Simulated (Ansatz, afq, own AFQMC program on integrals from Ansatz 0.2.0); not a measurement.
# Be$_{2}$H$_{2}$, singlet in cc-pVDZ, levels against full CI

```xyz
4

Be    0.0000    0.0000    1.1370
Be    0.0000    0.0000   -1.1370
H     0.0000    0.0000    2.4845
H     0.0000    0.0000   -2.4845
```

Connectivity, by distances: BeH–BeH.

Basis cc-pVDZ. Only valence electrons are correlated. Ansatz 0.2.0 and our own AFQMC program on the same integrals; the CISD trial comes from CCSD amplitudes, and released means the phaseless constraint is let go. Free projection: walkers drawn from exp(T), propagated without any constraint. Its projection time is finite, and what remains of the start isn't in its error. Uncertainties: one standard error, sampling alone.

Determinant: RHF, the one that the program's search chose, which needn't be the lowest solution. The geometry is a point of a scan.

Full CI on the same integrals is exact in this basis and with this determinant's frozen core.

Cautions: the released energies move by 1.5 errors or more from one time to the next, so no released level is given (meV from the phaseless value at times in 1/Eh: 1 ± 4 at 0.24, 0 ± 4 at 0.51, -2 ± 5 at 0.99, 3 ± 4 at 1.62, -9 ± 4 at 2.40).

- T1 diagnostic: 0.0073
- weight of the determinant in the CISD state: 0.917
- size of the correlated space: 6 electrons in 36 orbitals

Reference: full CI, correlation energy -2.930 eV.

| level | E − E(reference) (kJ/mol) | share of correlation (%) |
| --- | --- | --- |
| HF | 282.7 | 0.00 |
| MP2 | 77.6 | 72.55 |
| CCSD | 5.1 | 98.20 |
| CCSD(T) | 1.4 | 99.49 |
| CCSDT | 0.2 | 99.94 |
| CCSDT(Q) | 0.0 | 99.98 |
| ph-AFQMC/CISD | 0.0 ± 0.5 | 99.99 |
| free AFQMC | 0.1 ± 0.6 | 99.96 |

CCSDT and higher add their correlation energy to the determinant of the CCSD(T) run, since their own runs factorise the integrals more tightly (a shift of under 2 meV). Free projections are given only where their last times agree within the noise and don't stop above the reference; a slow remainder of the start can still hide under it. A walk keeps the symmetry of its determinant, which the program's search chose and which needn't be the lowest solution, so a lower state of the same spin and another symmetry isn't excluded.
